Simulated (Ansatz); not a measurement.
Basis-set extrapolation for `C=C1CS1` (PBE0-D4/def2-TZVP geometry, frozen core, Ansatz 0.2.0). Multiplicity 1, RHF reference.

|  | def2-TZVPP | def2-QZVPP |
| --- | --- | --- |
| HF | -513.453753 | -513.469996 |
| MP2 correlation | -0.658926 | -0.704895 |
| CCSD(T) correlation | -0.725600 | not run |

Energies in hartree. Use E(X) = E(∞) + A·exp(−7.88·√X) for Hartree–Fock and E(X) = E(∞) + B·X^(−2.97) for correlation, with X = 3 and 4, and add CCSD(T) minus MP2 of the smaller set to the MP2 limit.

Question: What is the CCSD(T) energy at the basis-set limit?

Answer: HF limit: -513.469996 + (-0.016243) × 0.13774 = -513.47223. MP2 limit: -0.704895 + (-0.045969) × 0.74074 = -0.73895. Higher-order term: -0.725600 − (-0.658926) = -0.06667. Total: -514.27785 hartree, 2.68 eV below CCSD(T)/def2-TZVPP.
